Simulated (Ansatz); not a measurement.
[Br···H···NH], triplet: reading a ladder of total energies

Geometry: a point of a hydrogen-transfer path between rigid fragments, not a stationary point.

| atom | x (Å) | y (Å) | z (Å) |
| --- | --- | --- | --- |
| Br | -1.9403 | 0.2511 | 0.0000 |
| H | -0.1363 | 0.2511 | 0.0000 |
| N | 0.9037 | 0.2511 | 0.0000 |
| H | 1.1728 | -0.7532 | 0.0000 |

Basis cc-pVTZ; Ansatz 0.2.0. Only valence electrons are correlated (noble-gas cores and the filled d shells of p-block atoms frozen), which leaves 14 electrons in 86 orbitals. R marks a restricted (for open shells ROHF) determinant, U an unrestricted one. No spin–orbit coupling is included, and no scalar relativity.

Full CI isn't at hand for all of this; UCCSDT(Q) serves as the reference, and is uncertain by about the last step of the cluster series.

Runs differ by some tens of microhartree through their thresholds and, for an open shell, their frozen cores, so steps under 0.03 kcal/mol mean nothing.

```json
{"level": "UHF", "total energy (hartree)": "-2628.004591"}
{"level": "UMP2", "total energy (hartree)": "-2628.336233"}
{"level": "UCCSD", "total energy (hartree)": "-2628.372385"}
{"level": "UCCSD(T)", "total energy (hartree)": "-2628.385013"}
{"level": "UCCSDT", "total energy (hartree)": "-2628.386205"}
{"level": "UCCSDT(Q)", "total energy (hartree)": "-2628.386760"}
```

Task: What is the correlation energy at UCCSDT(Q), and what share of it do UMP2 and UCCSD(T) recover?

Result: E(corr) = -2628.386760 − (-2628.004591) = -0.382169 hartree = -10.399 eV. UMP2: -0.331642 / -0.382169 = 86.78 %. UCCSD(T): -0.380422 / -0.382169 = 99.54 %.

Task: By how many kcal/mol does UCCSD(T) miss UCCSDT(Q) (1 hartree = 627.509 kcal/mol), and which steps make up the rest?

Result: -2628.385013 − (-2628.386760) = 0.001747 hartree = 1.10 kcal/mol. Steps: UCCSDT − UCCSD(T) = -0.75, UCCSDT(Q) − UCCSDT = -0.35 kcal/mol. Differences between like states or geometries often cancel part of this.
